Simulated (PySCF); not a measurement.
**C2H8N2 (ethylenediamine): a first try and a second**

Wanted: the charge distribution of C2H8N2 (ethylenediamine), M08-HX/ma-def2-SVP (density fitting, IEF-PCM diethylether).

Program for the calculation: PySCF 2.14.0.

7 further runs of the same task are left out: 1 that didn't finish, 6 set aside as unsound or not needed.

## (1) Starting point

The species is C2H8N2 (12 atoms), meant as a singlet with charge 0. As SMILES, `NCCN`. Geometry: relaxed at PBE0-D4/def2-TZVP. This is one conformer, not always the lowest.

Bond lengths: N1–C2 1.455 Å, C2–C3 1.521 Å, C3–N4 1.452 Å, N1–H5 1.012 Å, N1–H6 1.011 Å, C2–H7 1.095 Å, C2–H8 1.104 Å, C3–H9 1.094 Å, C3–H10 1.095 Å, N4–H11 1.012 Å, N4–H12 1.013 Å. Some angles: N1–C2–C3 110.9°, C2–C3–N4 115.9°, N1–C2–H7 108.1°, N1–C2–H8 113.5°, C3–C2–H7 108.6°, C3–C2–H8 108.9°, C2–N1–H5 110.3°, C2–N1–H6 110.8°, C2–C3–H9 108.6°, C2–C3–H10 108.8°.

## (2) First attempt

The input, input.xyz:

```xyz
12

N     -0.762330     1.126470    -0.710250
C     -0.316710     0.591710     0.567210
C      0.884280    -0.323240     0.382180
N      0.675320    -1.480980    -0.468460
H     -1.212530     0.402560    -1.256520
H     -1.451020     1.854790    -0.574690
H     -0.020290     1.431720     1.203730
H     -1.103200     0.042220     1.112870
H      1.705110     0.259400    -0.045830
H      1.217770    -0.672340     1.365160
H      0.496030    -1.198660    -1.423440
H     -0.112430    -2.033650    -0.151960
```

The input, job.py:

```python
import numpy
from pyscf import gto, scf, dft, lo, solvent
from pyscf import df

mol = gto.M(
    atom='input.xyz',
    spin=0,
    verbose=4,
    basis='cc-pcvdz',
    max_memory=1860,
)

myscf = dft.RKS(mol, xc='hyb_mgga_x_m08_hx,mgga_c_m08_hx')
myscf = myscf.density_fit(auxbasis=df.aug_etb(mol, beta=2.0))
myscf = myscf.PCM()
myscf.with_solvent.method = 'IEF-PCM'
myscf.with_solvent.eps = 4.24
myscf.kernel()

energy = myscf.e_tot
print('E(%s) = %.9f' % ('M08-HX', energy))
dip = myscf.dip_moment()
pop, q = myscf.mulliken_pop()
quad = myscf.quad_moment()
occ = myscf.mo_coeff[:, myscf.mo_occ > 0]
iaos = lo.vec_lowdin(lo.iao.iao(mol, occ), myscf.get_ovlp())
c = iaos.T @ myscf.get_ovlp() @ occ
pop_iao, q_iao = scf.hf.mulliken_pop(lo.iao.reference_mol(mol), (c * myscf.mo_occ[myscf.mo_occ > 0]) @ c.T, numpy.eye(c.shape[0]), verbose=0)
print('IAO charges', numpy.round(q_iao, 4))
```

Launch:

```console
$ OMP_NUM_THREADS=1 python job.py
```

The log of the run:

```text
pyscf.lib.exceptions.BasisNotFoundError: Basis set not found for H in cc-pcvdz
```

Wall time 0.6 s (1 thread of Arm Neoverse V2, shared host); peak memory 0.12 GiB.

## (3) Reading the log

The input was rejected.

The log says `pyscf.lib.exceptions.BasisNotFoundError: Basis set not found for H in cc-pcvdz`. What is wrong: the program or basis doesn't cover what is asked for. To mend it: basis set ma-def2-SVP in place of cc-pCVDZ.

## (4) Second attempt

The input, geometry.xyz:

```xyz
12
C2H8N2
N     -0.762330     1.126470    -0.710250
C     -0.316710     0.591710     0.567210
C      0.884280    -0.323240     0.382180
N      0.675320    -1.480980    -0.468460
H     -1.212530     0.402560    -1.256520
H     -1.451020     1.854790    -0.574690
H     -0.020290     1.431720     1.203730
H     -1.103200     0.042220     1.112870
H      1.705110     0.259400    -0.045830
H      1.217770    -0.672340     1.365160
H      0.496030    -1.198660    -1.423440
H     -0.112430    -2.033650    -0.151960
```

The input, job.py:

```python
import numpy
from pyscf import gto, scf, dft, lo, solvent
from pyscf import df

system = gto.M(
    atom='geometry.xyz',
    verbose=4,
    basis='ma-def2-svp',
    charge=0,
    max_memory=1860,
)

calc0 = dft.RKS(system, xc='hyb_mgga_x_m08_hx,mgga_c_m08_hx')
calc0 = calc0.density_fit(auxbasis=df.aug_etb(system, beta=2.0))
calc0 = calc0.PCM()
calc0.with_solvent.method = 'IEF-PCM'
calc0.with_solvent.eps = 4.24  # diethylether
calc0.kernel()

energy = calc0.e_tot
print(f'total energy: {energy:.8f} hartree')
dip = calc0.dip_moment()
pop, q = calc0.mulliken_pop()
quad = calc0.quad_moment()
occ = calc0.mo_coeff[:, calc0.mo_occ > 0]
iaos = lo.vec_lowdin(lo.iao.iao(system, occ), calc0.get_ovlp())
c = iaos.T @ calc0.get_ovlp() @ occ
pop_iao, q_iao = scf.hf.mulliken_pop(lo.iao.reference_mol(system), (c * calc0.mo_occ[calc0.mo_occ > 0]) @ c.T, numpy.eye(c.shape[0]), verbose=0)
print('IAO charges', numpy.round(q_iao, 4))
```

Launch:

```console
$ OMP_NUM_THREADS=1 python job.py
```

The log of the run:

```text
PySCF version 2.14.0

[... 65 lines left out ...]
WARN: PCM is an experimental feature. It is still in testing.
[... 11 lines left out ...]
Solvent Energy = -0.000301693922639492
[... 3 lines left out ...]
Solvent Energy = -0.0122557224215698
[... 3 lines left out ...]
Solvent Energy = -0.00845747983927984
[... 3 lines left out ...]
Solvent Energy = -0.0100227448171083
[... 3 lines left out ...]
Solvent Energy = -0.010109043264942
[... 3 lines left out ...]
Solvent Energy = -0.0101351812522483
[... 3 lines left out ...]
Solvent Energy = -0.0101511529779288
[... 3 lines left out ...]
Solvent Energy = -0.0101587708467939
[... 3 lines left out ...]
Solvent Energy = -0.0101607243856112
[... 3 lines left out ...]
Solvent Energy = -0.0101611499063408
[... 3 lines left out ...]
Solvent Energy = -0.0101611634693429
[... 1 line left out ...]
converged SCF energy = -190.311777762944
total energy: -190.31177776 hartree
Dipole moment(X, Y, Z, Debye): -2.92896,  0.44610,  0.76773
[... 66 lines left out ...]
pop of  3 N 4py           0.09374
pop of  3 N 4pz           0.03433
pop of  3 N 3dxy          0.00521
pop of  3 N 3dyz          0.00551
pop of  3 N 3dz^2         0.00650
pop of  3 N 3dxz          0.00352
pop of  3 N 3dx2-y2       0.00448
pop of  4 H 1s            0.69539
pop of  4 H 2s           -0.09988
pop of  5 H 1s            0.69409
pop of  5 H 2s           -0.13180
pop of  6 H 1s            0.73409
pop of  6 H 2s            0.03943
pop of  7 H 1s            0.73691
pop of  7 H 2s            0.05298
pop of  8 H 1s            0.73211
pop of  8 H 2s            0.03847
pop of  9 H 1s            0.73493
pop of  9 H 2s            0.03798
pop of  10 H 1s           0.69367
pop of  10 H 2s          -0.11652
pop of  11 H 1s           0.69648
pop of  11 H 2s          -0.13323
 ** Mulliken atomic charges  **
charge of    0N =     -1.02391
charge of    1C =     -0.20543
charge of    2C =     -0.31328
charge of    3N =     -1.05228
charge of    4H =      0.40449
charge of    5H =      0.43771
charge of    6H =      0.22648
charge of    7H =      0.21011
charge of    8H =      0.22942
charge of    9H =      0.22710
charge of   10H =      0.42284
charge of   11H =      0.43675
Traceless quadrupole moment (Debye*A):

IAO charges [-0.5977 -0.1459 -0.1317 -0.5914  0.24    0.2513  0.1332  0.0953  0.1334
  0.1286  0.2437  0.2411]
```

It took 36 s on 1 thread of Arm Neoverse V2, shared host; peak memory 0.55 GiB.

Atomic charges (e):

```csv
atom,Mulliken,IAO
N1,-1.024,-0.598
C2,-0.205,-0.146
C3,-0.313,-0.132
N4,-1.052,-0.591
H5,+0.405,+0.240
H6,+0.438,+0.251
H7,+0.227,+0.133
H8,+0.210,+0.095
H9,+0.229,+0.133
H10,+0.227,+0.129
H11,+0.423,+0.244
H12,+0.437,+0.241
```

## (5) Outcome

Level: M08-HX/ma-def2-SVP (density fitting, IEF-PCM diethylether).

| quantity | value |
| --- | --- |
| total energy | -190.31178 Eh |
| dipole moment | 3.06 D |
| HOMO energy | -8.23 eV |
| LUMO energy | -0.23 eV |
| HOMO–LUMO gap | 8.01 eV |
| solvent term in the energy | -26.7 kJ/mol |

Mulliken charges run from -1.05 on N4 to +0.44 on H6; they depend strongly on the basis.
